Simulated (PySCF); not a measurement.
**Spin states of S₂**

Unrestricted PBE0; PySCF, no relativity, basis sets S 6-31G(d,p). Outer shells of the fragments: S 3s2 3p4; S 3s2 3p4.

Followed along the bond (rough minima from three points):

```csv
2Ms+1,unpaired,⟨S²⟩ at the start,R at minimum (Å),Te (eV)
3,π ↑↑,2.01,1.91,0.00
1,π ↑↓,1.01,1.91,0.25
1,none,0.00,1.91,1.08
5,"σ ↑, π ↑↑↑",6.00,none in the scan,≤ 4.70
```

Solutions found at the starting distance of 1.970 Å, counted from the lowest of them; the search is not exhaustive and high or unbound solutions are not listed, so other states can lie among these:

```json
{"2Ms+1": "3", "unpaired": "π ↑↑", "term": "³Σ⁻", "E (eV)": "0.00", "⟨S²⟩": "2.01", "⟨Lz²⟩": "0.00"}
{"2Ms+1": "1", "unpaired": "π ↑↓", "term": "mixed", "E (eV)": "0.24", "⟨S²⟩": "1.01", "⟨Lz²⟩": "2.01"}
{"2Ms+1": "1", "unpaired": "none", "term": "mixed", "E (eV)": "1.07", "⟨S²⟩": "0.00", "⟨Lz²⟩": "2.00"}
{"2Ms+1": "3", "unpaired": "π ↑↑", "term": "mixed", "E (eV)": "2.93", "⟨S²⟩": "2.01", "⟨Lz²⟩": "2.01"}
{"2Ms+1": "3", "unpaired": "σ ↑, π ↑", "term": "³Π", "E (eV)": "4.50", "⟨S²⟩": "2.01", "⟨Lz²⟩": "1.00"}
{"2Ms+1": "3", "unpaired": "σ ↑, π ↑", "term": "³Π", "E (eV)": "4.52", "⟨S²⟩": "2.00", "⟨Lz²⟩": "1.00"}
{"2Ms+1": "1", "unpaired": "σ ↓, π ↑", "term": "mixed", "E (eV)": "4.79", "⟨S²⟩": "1.01", "⟨Lz²⟩": "1.00"}
{"2Ms+1": "1", "unpaired": "σ ↓, π ↑", "term": "mixed", "E (eV)": "4.84", "⟨S²⟩": "1.01", "⟨Lz²⟩": "1.00"}
{"2Ms+1": "5", "unpaired": "σ ↑, π ↑↑↑", "term": "⁵Π", "E (eV)": "5.83", "⟨S²⟩": "6.00", "⟨Lz²⟩": "1.00"}
{"2Ms+1": "3", "unpaired": "σ ↑, π ↑↑↓", "term": "mixed", "E (eV)": "6.53", "⟨S²⟩": "3.01", "⟨Lz²⟩": "3.02"}
```

A term symbol is given only where ⟨S²⟩ and ⟨Lz²⟩ are close to those of a pure state; real π, δ and φ orbitals otherwise mix terms, and g/u labels are left off.

The measured ground state is X ³Σg- (Huber and Herzberg, Constants of Diatomic Molecules (1979)).

Counting both spins, an empty level lies below a filled one in some of these solutions, because spin and occupation are held.
